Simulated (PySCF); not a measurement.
How the method changes the constants of MgC⁺

State: ⁴Σ⁻ (quartet), unpaired electrons σ ↑, π ↑↑. Set-up: Mg x2c-SVPall, C x2c-SVPall; spin-free X2C with a Gaussian nucleus (PySCF 2.14). De refers to Mg⁺ + C in their high-spin ground configurations, without counterpoise correction. The functionals are run spin-unrestricted. A positive dipole points towards C; it is taken about the centre of mass and depends on that origin.

```csv
Level,Re (Å),ωe (cm⁻¹),De (eV),μ (D)
UHF,1.995,662,0.65,-7.63
UHF-MP2,2.006,654,1.15,n/a
UHF-SCS-MP2,2.005,649,0.90,n/a
UHF-CCSD,2.016,622,1.07,n/a
UHF-CCSD(T),2.020,618,1.11,n/a
PBE,2.029,591,1.58,-5.88
PW91,2.025,595,1.62,-5.91
BP86,2.033,584,1.49,-5.92
r²SCAN,2.014,618,1.59,-6.41
PBE0,2.010,615,1.40,-6.44
CAM-B3LYP,2.001,613,1.16,-6.44
B2PLYP,2.015,609,1.11,-6.69
```

**Question.** Which functional lies closest to UHF-CCSD(T) in De, which farthest, and by how much do they differ from it?

**Answer.** Closest is B2PLYP (-0.5 pm in Re, -1.5 % in ωe, +0.00 eV in De against UHF-CCSD(T) in the same basis), farthest PW91 (+0.5 pm in Re, -3.7 % in ωe, +0.51 eV in De). CCSD(T) converges more slowly with the basis than the functionals do and binds too weakly in this one, so the order can change at the basis-set limit.

**Question.** What does the step from GGA to meta-GGA do here, going from PBE to r²SCAN?

**Answer.** r²SCAN less PBE: -1.5 pm in Re, +4.6 % in ωe, +0.01 eV in De. 

**Question.** What does second-order correlation do here, going from UHF to UHF-MP2?

**Answer.** UHF-MP2 less UHF: +1.1 pm in Re, -1.2 % in ωe, +0.50 eV in De. Correlation nearly always deepens the well. The bond lengthens, as in strong covalent bonds, where excitations into antibonding orbitals dominate.

Correlated steps freeze 2 core orbitals. Correlated levels converge slowly with the basis: in double zeta they bind strong bonds too weakly, by up to about 1 eV, and carry superposition errors of some tenths. For an ion De counts to the pair picked by the measured ionisation energies or electron affinities, which need not be the lowest pair at this level. B2PLYP dipoles, levels and charges come from its SCF part alone. The state was picked by a PBE0 search and need not be the measured ground state.
